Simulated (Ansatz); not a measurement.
# C₂H₄N₂: small, medium and large basis sets

An exercise on one series of results from a longer session: the logs are not shown, and one member is left open.

Computed with Ansatz 0.2.0, Gaussian basis. Level: one geometry, several basis sets.

The runs, in order: PBE0-D4/def2-SVP; ωB97M-V/def2-SVP; PBE0-D4/def2-QZVPP; ωB97M-V/def2-QZVPP; the functionals' def2-TZVPP values are taken from earlier runs.

1 further run of the same task is left out (it didn't finish).

### The geometry

The geometry comes from an earlier relaxation with PBE0-D4 in a triple-zeta def2 set; it is a stationary point, not always the lowest conformer.

SMILES `NC1=CN1`, 8 atoms, charge 0, spin multiplicity 1.

Atoms are counted from 1 here; the program's logs count them from 0.

Bond lengths: N1–C2 1.333 Å, N1–H5 1.005 Å, N1–H6 1.006 Å, C2–C3 1.295 Å, C2–N4 1.420 Å, C3–N4 1.570 Å, C3–H7 1.074 Å, N4–H8 1.021 Å. Angles: C2–N1–H5 117.1°, C2–N1–H6 119.1°, H5–N1–H6 117.0°, N1–C2–C3 155.7°, N1–C2–N4 133.8°, C3–C2–N4 70.5°, C2–C3–N4 58.5°, C2–C3–H7 144.4°, N4–C3–H7 129.6°, C2–N4–C3 51.0°, C2–N4–H8 109.8°, C3–N4–H8 107.1°.

The first run:

Contents of in.yaml:

```yaml
crystal:
  periodic: [false, false, false]
  atoms:
    - {symbol: N, position_ang: [-0.756598, 1.118835, -0.103554]}
    - {symbol: C, position_ang: [0.032329, 0.058505, 0.072756]}
    - {symbol: C, position_ang: [1.017900, -0.607554, 0.584321]}
    - {symbol: N, position_ang: [0.101044, -1.225676, -0.529769]}
    - {symbol: H, position_ang: [-1.423606, 1.074059, -0.854378]}
    - {symbol: H, position_ang: [-0.415543, 2.029905, 0.151181]}
    - {symbol: H, position_ang: [2.085733, -0.643261, 0.688904]}
    - {symbol: H, position_ang: [-0.549059, -1.861811, -0.065260]}
basis:
  gaussian: {orbitals: def2-SVP}
hamiltonian: {xc: pbe0, dispersion: d4}
output: {orbitals: {seedname: orbitals}}
```

Run with:

```sh
$ ansatz run in.yaml --threads 2 --pin off --events-out ev --progress --plain --max-ram 4352MiB
```

Steps of the session up to this table: PBE0-D4 in def2-SVP; ωB97M-V in def2-SVP; PBE0-D4 in def2-QZVPP; ωB97M-V in def2-QZVPP.

One table of the session follows, with a row left open; its other results are not shown here.

It belongs to the step «Functionals by basis». 

| functional | basis | HOMO (eV) | LUMO (eV) |
| --- | --- | --- | --- |
| PBE0-D4 | def2-SVP | -5.09 | 0.98 |
| PBE0-D4 | def2-TZVPP | -5.32 | 0.64 |
| PBE0-D4 | def2-QZVPP | -5.38 | 0.34 |
| ωB97M-V | def2-SVP | -7.34 | 3.07 |
| ωB97M-V | def2-TZVPP | ? | ? |
| ωB97M-V | def2-QZVPP | -7.64 | 1.46 |

**Question.** Estimate the row for ωB97M-V, def2-TZVPP.

**Answer.** HOMO (eV): -7.59; LUMO (eV): 2.18. In the column «HOMO (eV)» it lies between ωB97M-V, def2-QZVPP (-7.64) and ωB97M-V, def2-SVP (-7.34).
